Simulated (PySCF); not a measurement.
# CCSD(T)/STO-3G run of MgO (SMILES [O]=[Mg])

What is the vertical ionisation energy of MgO at CCSD(T)/STO-3G? 

The results are computed with PySCF 2.14.0.

12 further runs of the same task are left out: 5 that didn't finish, 7 set aside as unsound or not needed.

### 1 The system as given

MgO has 2 atoms, charge 0, and is taken as a singlet. SMILES: `[O]=[Mg]`. Geometry: relaxed at PBE0-D4/def2-TZVP.

Bond lengths: O1–Mg2 1.733 Å.

### 2 The energy at CCSD(T)/STO-3G

File input.py:

```python
from pyscf import gto, cc

molecule = gto.Mole()
molecule.atom = [
    ('O', (-0.000000, -0.000000, -0.045320)),
    ('Mg', (0.000000, 0.000000, 1.687290)),
]
molecule.basis = 'sto-3g'
molecule.spin = 0
molecule.max_memory = 1860
molecule.verbose = 3
molecule.charge = 0
molecule.build()

mf = molecule.RHF()
mf.conv_tol = 1e-10
mf.kernel()
if not mf.converged:
    mf = mf.newton().run(mf.mo_coeff, mf.mo_occ)

mycc = cc.CCSD(mf, frozen=2)
mycc.kernel()
e_t = mycc.ccsd_t()
energy = mycc.e_tot + e_t
print('E = %.10f Eh' % energy)
```

The run is started by

```bash
$ OMP_NUM_THREADS=1 python input.py
```

Output:

```text
converged SCF energy = -270.771043366062
E(CCSD) = -270.8961224934187  E_corr = -0.125079127356703
CCSD(T) correction = -0.00610960217653401
E = -270.9022320956 Eh
```

Run time: 0.88 s. Hardware: 1 thread of Arm Neoverse V1, shared host; peak memory 0.12 GiB.

### 3 The doublet cation at the same level

File start.xyz:

```xyz
2
MgO
O      0.000000     0.000000    -0.045320
Mg     0.000000     0.000000     1.687290
```

File input.py:

```python
from pyscf import gto, cc

molecule = gto.M(
    atom='start.xyz',
    charge=1,
    spin=1,
    max_memory=1860,
    verbose=4,
    basis='sto-3g',
)

myscf = molecule.UHF()
myscf.conv_tol = 1e-10
myscf.kernel()
if not myscf.converged:
    myscf = myscf.newton().run(myscf.mo_coeff, myscf.mo_occ)

mycc = cc.CCSD(myscf, frozen=2)
mycc.kernel()
e_t = mycc.ccsd_t()
energy = mycc.e_tot + e_t
print('E(%s) = %.9f' % ('CCSD(T)', energy))
```

The run is started by

```bash
$ OMP_NUM_THREADS=1 python input.py
```

Output:

```text
PySCF version 2.14.0

[INPUT] num. atoms = 2
[INPUT] num. electrons = 19
[INPUT] charge = 1
[INPUT] spin (= nelec alpha-beta = 2S) = 1
[INPUT] symmetry False subgroup None
[INPUT] Mole.unit = angstrom
[INPUT] Symbol           X                Y                Z      unit          X                Y                Z       unit  Magmom
[INPUT]  1 O      0.000000000000   0.000000000000  -0.045320000000 AA    0.000000000000   0.000000000000  -0.085642387965 Bohr   0.0
[INPUT]  2 Mg     0.000000000000   0.000000000000   1.687290000000 AA    0.000000000000   0.000000000000   3.188515992717 Bohr   0.0

nuclear repulsion = 29.3205119722961
number of shells = 8
number of NR pGTOs = 42
number of NR cGTOs = 14
basis = sto-3g
ecp = {}

******** <class 'pyscf.scf.uhf.UHF'> ********
method = UHF
initial guess = minao
damping factor = 0
level_shift factor = 0
DIIS = <class 'pyscf.scf.diis.CDIIS'>
diis_start_cycle = 1
diis_space = 8
diis_damp = 0
SCF conv_tol = 1e-10
SCF conv_tol_grad = None
SCF max_cycles = 50
direct_scf = True
direct_scf_tol = 1e-13
number electrons alpha = 10  beta = 9
Set gradient conv threshold to 1e-05
init E= -270.426115735399
[... the frontier-level lines of each cycle are left out ...]


cycle= 1 E= -270.738535907037  delta_E= -0.312  |g|= 0.213  |ddm|= 1.71
cycle= 2 E= -270.781251550723  delta_E= -0.0427  |g|= 0.0583  |ddm|= 0.512
cycle= 3 E= -270.784089165219  delta_E= -0.00284  |g|= 0.0158  |ddm|= 0.0921
cycle= 4 E= -270.784846082313  delta_E= -0.000757  |g|= 0.0112  |ddm|= 0.0588
cycle= 5 E= -270.785706023655  delta_E= -0.00086  |g|= 0.00982  |ddm|= 0.0789
cycle= 6 E= -270.787409093735  delta_E= -0.0017  |g|= 0.00791  |ddm|= 0.196
cycle= 7 E= -270.78842515702  delta_E= -0.00102  |g|= 0.00766  |ddm|= 0.239
cycle= 8 E= -270.788009807447  delta_E= 0.000415  |g|= 0.00645  |ddm|= 0.142
cycle= 9 E= -270.788344459347  delta_E= -0.000335  |g|= 0.00837  |ddm|= 0.27
cycle= 10 E= -270.788522082701  delta_E= -0.000178  |g|= 0.000828  |ddm|= 0.108
cycle= 11 E= -270.78853313852  delta_E= -1.11e-05  |g|= 0.000386  |ddm|= 0.0313
cycle= 12 E= -270.78853353908  delta_E= -4.01e-07  |g|= 4.25e-05  |ddm|= 0.00415
cycle= 13 E= -270.78853354059  delta_E= -1.51e-09  |g|= 9.24e-06  |ddm|= 0.000132
cycle= 14 E= -270.788533541491  delta_E= -9.01e-10  |g|= 2.12e-06  |ddm|= 0.000271
cycle= 15 E= -270.788533541512  delta_E= -2.11e-11  |g|= 1.03e-07  |ddm|= 3.46e-05
Extra cycle  E= -270.788533541512  delta_E= -5.68e-14  |g|= 5.56e-08  |ddm|= 2.56e-07
converged SCF energy = -270.788533541512  <S^2> = 0.9935252  2S+1 = 2.2302692

******** <class 'pyscf.cc.uccsd.UCCSD'> ********
CC2 = 0
CCSD nocc = (np.int64(8), np.int64(7)), nmo = (12, 12)
frozen orbitals 2
max_cycle = 50
direct = 0
conv_tol = 1e-07
conv_tol_normt = 1e-06
diis_space = 6
diis_start_cycle = 0
diis_start_energy_diff = 1e+09
Init t2, MP2 energy = -0.0386804976458258
Init E_corr(UCCSD) = -0.0386804976458302
cycle = 1  E_corr(UCCSD) = -0.0429801932754458  dE = -0.00429969563  norm(t1,t2) = 0.0658192
cycle = 2  E_corr(UCCSD) = -0.0473887249407823  dE = -0.00440853167  norm(t1,t2) = 0.0392659
cycle = 3  E_corr(UCCSD) = -0.0505328238375728  dE = -0.0031440989  norm(t1,t2) = 0.0313909
cycle = 4  E_corr(UCCSD) = -0.0538718754434974  dE = -0.00333905161  norm(t1,t2) = 0.0214124
cycle = 5  E_corr(UCCSD) = -0.0546130946985751  dE = -0.000741219255  norm(t1,t2) = 0.0138013
cycle = 6  E_corr(UCCSD) = -0.055247908389654  dE = -0.000634813691  norm(t1,t2) = 0.0055231
cycle = 7  E_corr(UCCSD) = -0.0556593459802376  dE = -0.000411437591  norm(t1,t2) = 0.00411597
cycle = 8  E_corr(UCCSD) = -0.0556856695752887  dE = -2.63235951e-05  norm(t1,t2) = 0.00236938
cycle = 9  E_corr(UCCSD) = -0.0558009442681192  dE = -0.000115274693  norm(t1,t2) = 0.00120031
cycle = 10  E_corr(UCCSD) = -0.0557782452828401  dE = 2.26989853e-05  norm(t1,t2) = 0.000357999
cycle = 11  E_corr(UCCSD) = -0.0557817584432468  dE = -3.51316041e-06  norm(t1,t2) = 0.000189085
cycle = 12  E_corr(UCCSD) = -0.0557792438803514  dE = 2.5145629e-06  norm(t1,t2) = 8.34561e-05
cycle = 13  E_corr(UCCSD) = -0.0557806776188999  dE = -1.43373855e-06  norm(t1,t2) = 2.70294e-05
cycle = 14  E_corr(UCCSD) = -0.055780510113722  dE = 1.67505178e-07  norm(t1,t2) = 1.13579e-05
cycle = 15  E_corr(UCCSD) = -0.0557803708648896  dE = 1.39248832e-07  norm(t1,t2) = 4.17354e-06
cycle = 16  E_corr(UCCSD) = -0.0557802190965736  dE = 1.51768316e-07  norm(t1,t2) = 1.8569e-06
cycle = 17  E_corr(UCCSD) = -0.0557800892866459  dE = 1.29809928e-07  norm(t1,t2) = 1.18557e-06
cycle = 18  E_corr(UCCSD) = -0.0557800337393933  dE = 5.55472526e-08  norm(t1,t2) = 8.41404e-07
UCCSD converged
E(UCCSD) = -270.8443135752513  E_corr = -0.05578003373939334
UCCSD(T) correction = -0.00296459566974793
E(CCSD(T)) = -270.847278171
```

Run time: 0.99 s. Hardware: 1 thread of Arm Neoverse V1, shared host; peak memory 0.12 GiB.

### 4 Summary of results

At CCSD(T)/STO-3G, 2 core orbitals frozen:

| quantity | value |
| --- | --- |
| singlet MgO: total energy | -270.90223 Eh |
| singlet MgO: dipole moment (Hartree–Fock density) | 5.13 D |
| singlet MgO: HOMO energy (Hartree–Fock orbitals) | -3.08 eV |
| singlet MgO: LUMO energy (Hartree–Fock orbitals) | 8.09 eV |
| singlet MgO: HOMO–LUMO gap (Hartree–Fock orbitals) | 11.17 eV |
| singlet MgO: correlation energy (2 core orbitals frozen) | -131.2 mEh |
| singlet MgO: (T) correction | -6.11 mEh |
| singlet MgO: T1 diagnostic | 0.036 |
| doublet cation: total energy | -270.84728 Eh |
| doublet cation: HOMO energy (Hartree–Fock orbitals) (highest over α and β) | -12.82 eV |
| doublet cation: LUMO energy (Hartree–Fock orbitals) (lowest over α and β) | -1.48 eV |
| doublet cation: correlation energy (2 core orbitals frozen) | -58.7 mEh |
| doublet cation: (T) correction | -2.96 mEh |
| doublet cation: ⟨S²⟩ of the reference determinant | 0.994 |
| doublet cation: T1 diagnostic | 0.040 |
| vertical ionisation energy (to the doublet cation), in doubt | 1.495 eV |

In words: Removing an electron at fixed nuclei costs 1.50 eV (144 kJ/mol). This value lies far from the orbital energy or is too small for a neutral ground state: the hole may sit in another orbital, or the first species is not in its lowest state. In a minimal basis such a difference can be off by several eV, whatever the method. The T1 diagnostic (singlet MgO) of 0.036 is above the customary mark for such species, so a single reference may not serve. The triples (singlet MgO) make up 4.7 % of the correlation energy. ⟨S²⟩ (doublet cation) is 0.99 where a pure doublet has 0.75: the reference is spin-contaminated.
